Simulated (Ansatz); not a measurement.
**Worked example: correlation energy of AsH3⁺, doublet**

Geometry: a point of a stretch scan, not a stationary point.

```xyz
4

As    0.0034   -0.0057   -0.0181
H     1.4395    0.0081    0.4040
H    -0.9860    1.6690    0.5415
H    -0.7051   -1.2569    0.3979
```

Basis 6-31G (Cartesian d functions); Ansatz 0.2.0. Only valence electrons are correlated (noble-gas cores and the filled d shells of p-block atoms frozen), which leaves 7 electrons in 21 orbitals. Prefix R: restricted or restricted open-shell reference. No spin–orbit coupling is included, and no scalar relativity.

Full CI is exact within this basis and frozen core; it isn't the basis-set limit.

Runs differ by some tens of microhartree through their thresholds and, for an open shell, their frozen cores, so steps under 0.03 kcal/mol mean nothing.

| level | total energy (hartree) |
| --- | --- |
| RHF | -2235.185660 |
| RMP2 | -2235.246186 |
| RCCSD | -2235.272834 |
| RCCSD(T) | -2235.274254 |
| RCCSDT | -2235.274783 |
| RCCSDT(Q) | -2235.274844 |
| full CI | -2235.274858 |

Problem. What is the correlation energy at full CI, and what share of it do RMP2 and RCCSDT recover?

Solution. E(corr) = -2235.274858 − (-2235.185660) = -0.089198 hartree = -2.427 eV. RMP2: -0.060526 / -0.089198 = 67.86 %. RCCSDT: -0.089123 / -0.089198 = 99.92 %.

Problem. By how many kcal/mol does RCCSD(T) miss full CI (1 hartree = 627.509 kcal/mol), and which steps make up the rest?

Solution. -2235.274254 − (-2235.274858) = 0.000604 hartree = 0.38 kcal/mol. Steps: RCCSDT − RCCSD(T) = -0.33, RCCSDT(Q) − RCCSDT = -0.04, full CI − RCCSDT(Q) = -0.01 kcal/mol. That is within 1 kcal/mol of the reference in this basis, which itself misses far more of the correlation at the basis-set limit.
